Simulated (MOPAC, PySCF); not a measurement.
CCl$_{4}$, SMILES `ClC(Cl)(Cl)Cl`, neutral singlet in the gas phase. 

Cartesian coordinates (Å):
SMILES: ClC(Cl)(Cl)Cl
```xyz
5

Cl     1.3812    -1.0934    -0.0667
C      0.0000     0.0000     0.0000
Cl     0.5654     1.6672    -0.0917
Cl    -1.0772    -0.3306    -1.3558
Cl    -0.8694    -0.2432     1.5142
```
Charge 0, multiplicity 1.

All levels are single points at this geometry (PBE0-D3(BJ)/def2-TZVP); Pople sets use spherical d functions. Orbital energies aren't observables, and empty levels follow the basis.

```
level                            HOMO (eV)  LUMO (eV)  gap (eV)  dipole (D)  vertical IE, Delta-SCF (eV)
-------------------------------  ---------  ---------  --------  ----------  ---------------------------
TPSSh-D3(BJ)/def2-TZVP in PySCF      -8.31      -2.02      6.29        0.00                            –
B3LYP/3-21G in PySCF                 -9.01      -1.84      7.16        0.00                            –
B3LYP/LANL2DZ in PySCF               -9.05      -1.68      7.37        0.00                            –
PBE/6-31G* in PySCF                  -7.61      -2.55      5.05        0.00                            –
HF/6-31G* in PySCF                  -12.61       2.60     15.21        0.00                        11.59
PM3 in MOPAC                        -11.00      -0.71     10.29        0.00                            –
```
